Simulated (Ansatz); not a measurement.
A nudged elastic band was laid between two geometries of H6OSi2 (9 atoms, charge 0, multiplicity 1).

The calculation used Ansatz, RKS CAM-B3LYP/cc-pVDZ.

- movable images: 5
- climbing image: yes
- spring: 5.0 eV/Å²
- optimiser: quadratic models (default)
- start path: through a guess of the saddle point
- force threshold: 0.03 eV/Å
- iteration limit: 60
- end points: relaxed

Image 0:

```xyz
9
Properties=species:S:1:pos:R:3
Si 0.403 0.049 -0.159
O 0.441 -0.251 1.488
Si -0.540 -0.493 2.822
H -1.548 -1.560 2.535
H 0.334 -0.912 3.955
H -1.254 0.773 3.171
H 1.809 0.039 -0.650
H -0.217 1.383 -0.427
H -0.387 -1.010 -0.859
```

Image 6:

```xyz
9
Properties=species:S:1:pos:R:3
Si 0.159 0.156 -0.748
O 0.794 -0.183 1.186
Si -0.314 -0.513 2.478
H -1.018 -1.792 2.209
H 0.520 -0.622 3.709
H -1.222 0.654 2.516
H 1.661 -0.609 1.205
H -0.397 1.512 -0.300
H -1.141 -0.583 -0.377
```

Problem. What changes between the two ends?

Solution. Bonds broken: Si1–H7. Bonds formed: O2–H7.

Problem. What energy profile does the band end with?

Solution. The forces met the threshold. The highest image is number 4 of 0 to 6, 3.35 eV above the first end and 0.98 eV above the last; the last end lies 2.37 eV above the first. Neighbouring images differ by up to 2.8 eV, so the band resolves the path poorly. A vibrational analysis at the climbing image gives one clearly imaginary mode, 1577i cm⁻¹: a first-order saddle point. The orbitals stay closed-shell, which can raise the energy where a bond breaks towards radicals; this wasn't checked here.

```
image  path coordinate (Å)  energy (eV)  Si1–H7 (Å)  O2–H7 (Å)
    0                 0.00         0.00        1.49       2.55
    1                 0.88         0.00        1.49       2.57
    2                 1.75         0.01        1.49       2.60
    3                 2.63         0.56        1.47       2.16
    4                 3.51         3.35        1.64       1.25
    5                 4.38         2.42        2.44       0.97
    6                 5.25         2.37        2.58       0.97
```

Problem. What is the geometry of the highest image?

Solution. 
```xyz
9
Properties=species:S:1:pos:R:3
Si 0.230 0.074 -0.512
O 0.614 0.007 1.371
Si -0.314 -0.543 2.694
H -0.711 -1.964 2.475
H 0.519 -0.430 3.922
H -1.526 0.321 2.782
H 1.243 -0.678 0.529
H 0.212 1.548 -0.807
H -1.224 -0.317 -0.577
```

Run time: 4.3 min on 2 threads of Arm Neoverse V1 (shared host), peak memory 0.18 GiB.
